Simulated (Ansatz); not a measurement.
# CH₄B radical: functionals against CCSD(T) at one geometry

Aim: energy, forces and dipole at a structure displaced at random from a GFN2-xTB minimum, from CCSD(T) and from density functionals.

Program: Ansatz 0.2.0, Gaussian basis. Level of theory: single points in def2-TZVPP. These are calculated values, not measurements.

Cores are frozen in the correlated methods. Orbitals are unrestricted.

### 1 Where the work starts

SMILES `B[CH2]`, 6 atoms, charge 0, spin multiplicity 2.

Atoms are counted from 1 here; the program's logs count them from 0.

Bond lengths: B1–C2 1.515 Å, B1–H3 1.195 Å, B1–H4 1.133 Å, C2–H5 1.032 Å, C2–H6 1.061 Å. Angles: C2–B1–H3 122.3°, C2–B1–H4 121.7°, H3–B1–H4 116.0°, B1–C2–H5 102.0°, B1–C2–H6 120.8°, H5–C2–H6 137.1°.

As a file:

```xyz
6
CH4B
B     0.07700   -0.66070   -0.00840
C    -0.04960    0.84880   -0.04020
H     1.12690   -1.21570   -0.14110
H    -0.82900   -1.33160    0.10620
H     0.69660    1.11300   -0.70160
H    -0.81390    1.34120    0.50740
```

### 2 CCSD(T)/def2-TZVPP

run/in.yaml

```yaml
crystal:
  periodic: [false, false, false]
  atoms:
    - {symbol: B, position_ang: [0.077000, -0.660700, -0.008400]}
    - {symbol: C, position_ang: [-0.049600, 0.848800, -0.040200]}
    - {symbol: H, position_ang: [1.126900, -1.215700, -0.141100]}
    - {symbol: H, position_ang: [-0.829000, -1.331600, 0.106200]}
    - {symbol: H, position_ang: [0.696600, 1.113000, -0.701600]}
    - {symbol: H, position_ang: [-0.813900, 1.341200, 0.507400]}
basis:
  gaussian: {orbitals: def2-TZVPP}
magnetization: {spin_polarized: true, initial_magnetization: 1}
correlation: {method: ccsd_t}
scf: {omitted_lower_state_checks: [cluster_reference]}
output: {forces: true}
```

The command line of these runs was not kept.

### 3 PBE0-D4/def2-TZVPP

run/in.yaml, as its differences from that of step 2:

```diff
@@ -12,4 +12,3 @@
 magnetization: {spin_polarized: true, initial_magnetization: 1}
-correlation: {method: ccsd_t}
-scf: {omitted_lower_state_checks: [cluster_reference]}
-output: {forces: true}
+hamiltonian: {xc: pbe0, dispersion: d4}
+output: {forces: true, orbitals: {seedname: orbitals}}
```

### 4 wB97M-V/def2-TZVPP

run/in.yaml, as its differences from that of step 3:

```diff
@@ -12,3 +12,3 @@
 magnetization: {spin_polarized: true, initial_magnetization: 1}
-hamiltonian: {xc: pbe0, dispersion: d4}
-output: {forces: true, orbitals: {seedname: orbitals}}
+hamiltonian: {xc: {name: wB97M-V}}
+output: {forces: true}
```

### 5 r2SCAN-D4/def2-TZVPP

run/in.yaml, as its differences from that of step 4:

```diff
@@ -12,3 +12,3 @@
 magnetization: {spin_polarized: true, initial_magnetization: 1}
-hamiltonian: {xc: {name: wB97M-V}}
+hamiltonian: {xc: r2scan, dispersion: d4}
 output: {forces: true}
```

### 6 PBE-D4/def2-TZVPP

run/in.yaml, as its differences from that of step 5:

```diff
@@ -12,3 +12,3 @@
 magnetization: {spin_polarized: true, initial_magnetization: 1}
-hamiltonian: {xc: r2scan, dispersion: d4}
+hamiltonian: {xc: pbe, dispersion: d4}
 output: {forces: true}
```

### 7 CAM-B3LYP-D4/def2-TZVPP

run/in.yaml, as its differences from that of step 6:

```diff
@@ -12,3 +12,3 @@
 magnetization: {spin_polarized: true, initial_magnetization: 1}
-hamiltonian: {xc: pbe, dispersion: d4}
+hamiltonian: {xc: {name: CAM-B3LYP}, dispersion: d4}
 output: {forces: true}
```

### 8 BLYP-D4/def2-TZVPP

run/in.yaml, as its differences from that of step 7:

```diff
@@ -12,3 +12,3 @@
 magnetization: {spin_polarized: true, initial_magnetization: 1}
-hamiltonian: {xc: {name: CAM-B3LYP}, dispersion: d4}
+hamiltonian: {xc: {name: BLYP}, dispersion: d4}
 output: {forces: true}
```

(Steps that only read results are left out.)

**Question.** What will these runs give? Wanted: energy less free atoms, CCSD(T)/def2-TZVPP; RMS force component; RMS force error; HOMO and LUMO, PBE0-D4; T1 diagnostic.

The runs gave:

```
                                  quantity                                                                                                value
energy less free atoms, CCSD(T)/def2-TZVPP                                                                                      -464.7 kcal/mol
                       RMS force component                                                                 1.113 to 1.217 eV/Å over the methods
                           RMS force error  PBE0-D4 0.140, wB97M-V 0.109, r2SCAN-D4 0.126, PBE-D4 0.214, CAM-B3LYP-D4 0.141, BLYP-D4 0.139 eV/Å
                    HOMO and LUMO, PBE0-D4                                                                                   -7.41 and -3.25 eV
                             T1 diagnostic                                                                                                0.015
```

What this shows: Against CCSD(T) the functionals' energies less atoms differ by -19.0 to -13.4 kcal/mol, PBE-D4 by -19.0 kcal/mol. CCSD(T) in triple zeta still lacks some correlation energy of the bonds, so part of these gaps is its own basis error and they don't rank the functionals. For forces wB97M-V does best and PBE-D4 worst. Frozen-core CCSD(T) forces in triple zeta carry basis errors of their own, and this is one geometry, so small gaps rank nothing.
